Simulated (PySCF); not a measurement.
Dimethylphosphinic acid, C2H7O2P.
Bonds: C1–P2, P2–C3, P2–O4 (double), P2–O5. Hydrogens: H6, H7, H8 on C1; H9, H10, H11 on C3; H12 on O5.

Computed with HF/6-31G* geometry optimisation, gas phase in PySCF 2.14.0.

**Question.** What internal coordinates does the optimisation give?

**Answer.** 
| bond | length (bohr) | order |
| --- | --- | --- |
| C1–P2, P2–C3 | 3.413 | single |
| P2=O4 | 2.769 | double |
| P2–O5 | 3.047 | single |
| C1–H6 and 5 like bonds | 2.049 | single |
| O5–H12 | 1.798 | single |

Bonds in one row agree within 0.02 bohr and their mean is given. Orders are formal, as drawn. A selection of angles:
| angle | degrees |
| --- | --- |
| P2–C1–H6 | 111.3 |
| P2–C1–H7 | 109.0 |
| H6–C1–H7 | 108.8 |
| H7–C1–H8 | 108.4 |
| C1–P2–C3 | 106.4 |
| C1–P2–O4 | 115.1 |
| C1–P2–O5 | 103.0 |
| O4–P2–O5 | 112.8 |
| P2–O5–H12 | 111.0 |

Torsions: H12–O5–P2–C1 -125° (anticlinal).

The O–P distances run from 1.465 Å (P2=O4, drawn double) to 1.612 Å (P2–O5, drawn single), a spread of 0.147 Å. O5 (hydroxyl oxygen) is bent (angle 111.0°). P2 (phosphoryl phosphorus) is distorted tetrahedral (angles from 103.0° to 115.1°).

Point group: Cs (every atom within 0.08 Å of its image). Whether it is a minimum is left open (no frequencies). One conformer, not necessarily the lowest (C1–P2–O5–H -125°).
